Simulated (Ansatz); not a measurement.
```yaml
crystal:
  periodic: [false, false, false]
  atoms:
    - {symbol: N, position_ang: [-0.047128, 1.161230, -0.168964]}
    - {symbol: C, position_ang: [0.341509, -0.088129, 0.347681]}
    - {symbol: C, position_ang: [0.093711, -1.258859, -0.187888]}
    - {symbol: S, position_ang: [-0.157271, -2.643758, -0.855844]}
    - {symbol: H, position_ang: [-0.682005, 1.077634, -0.950186]}
    - {symbol: H, position_ang: [-0.461977, 1.752550, 0.539046]}
    - {symbol: H, position_ang: [0.974460, -0.068466, 1.230355]}
basis:
  gaussian: {orbitals: aug-cc-pVDZ}
magnetization: {spin_polarized: true, initial_magnetization: 0}
hamiltonian: {xc: {name: PBE-QIDH}}
output: {forces: true}
```

```sh
$ ansatz run in.yaml --threads 2 --pin off --events-out ev --progress --plain --max-ram 4352MiB
```

Output, abridged:

```
Functional definition: PBE-QIDH
1239 factors; integrals over basis functions are off by at most 6.8e-4 eV
mean field evaluation 1: about -14424.2197 eV, gradient 3.1e1 eV
mean field evaluation 2: about -14424.2293 eV, gradient 3.1e1 eV
mean field evaluation 4: about -14428.8501 eV, gradient 2.4e0 eV
mean field evaluation 8: about -14428.9043 eV, gradient 1.1e-1 eV
mean field evaluation 16: about -14428.9046 eV, gradient 3.8e-4 eV
mean field -14428.90456134 eV, -530.2524623665 hartree, gradient 7.9e-6 eV, S^2 0.000000; 6 other end points of the search recorded, 0 dependent functions left out
8 core orbitals not correlated: weight in the atoms' cores, before any rotation towards them, 1.000 or more for the frozen orbitals, at most 0.000 for the correlated occupied ones
reference -14428.90458165 eV, -530.2524631128 hartree; 11, 11 occupied and 104, 104 virtual orbitals, 1239 factors
second order -18.13303661 eV of doubles, -0.00000000 eV of singles
Total energy: -14434.94892719 eV, -530.4745887143 hartree
Atom 0 at    -0.047128     1.161230    -0.168964 Å, force     0.024490     0.167290    -0.093249 eV/Å
Atom 1 at     0.341509    -0.088129     0.347681 Å, force     0.132250     0.416747     0.293406 eV/Å
Atom 2 at     0.093711    -1.258859    -0.187888 Å, force     0.007617     0.242430     0.118183 eV/Å
Atom 3 at    -0.157271    -2.643758    -0.855844 Å, force    -0.144131    -0.802398    -0.386034 eV/Å
Atom 4 at    -0.682005     1.077634    -0.950186 Å, force    -0.039299     0.006056    -0.005254 eV/Å
Atom 5 at    -0.461977     1.752550     0.539046 Å, force    -0.036582    -0.019566     0.000828 eV/Å
Atom 6 at     0.974460    -0.068466     1.230355 Å, force     0.055655    -0.010560     0.072120 eV/Å
Dipole moment:    -0.177042     0.339133     0.192304 e Å
```

Run time 19 s (2 threads of an Intel Xeon Platinum 8488C on a shared host); peak host memory 0.78 GiB.
